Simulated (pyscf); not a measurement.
Optimised with ωB97X-D3(BJ)/def2-SVP in PySCF.

### Question
Estimate by transition-state theory the rate constant of HB=NH + hydrogen chloride (HCl) -> HN=B–Cl + hydrogen (H₂) (singlet surface; B–H, Cl–H broken, B–Cl, H–H formed) at 900 K, with ωB97M-D3(BJ)/def2-TZVP energies (ideal gas, 1 atm, RRHO with modes under 100 cm⁻¹ raised to 100, one conformer, R ln 2 for chiral ones without a mode under 150 cm⁻¹; no tunnelling).

### Answer
The electronic barrier is 45.8 kcal/mol and the thermal terms add +25.5, so ΔG‡ = 71.3 kcal/mol. With k_BT/h = 1.88e+13 s⁻¹ and RT = 1.788 kcal/mol, and a volume of 1.23e-19 cm³ per molecule at 1 atm, k = 1.1e-23 cm³ molecule⁻¹ s⁻¹. Wigner's tunnelling factor for 1249i cm⁻¹ would be 1.17. A shift of 1 kcal/mol in the barrier changes k by a factor 1.7. The same reactants have a lower exit, to H₂N–BH–Cl (barrier +13.3 kcal/mol at ωB97M-D3(BJ)/def2-TZVP, against +45.8 kcal/mol here). One saddle was located; it need not be the lowest between these sides.
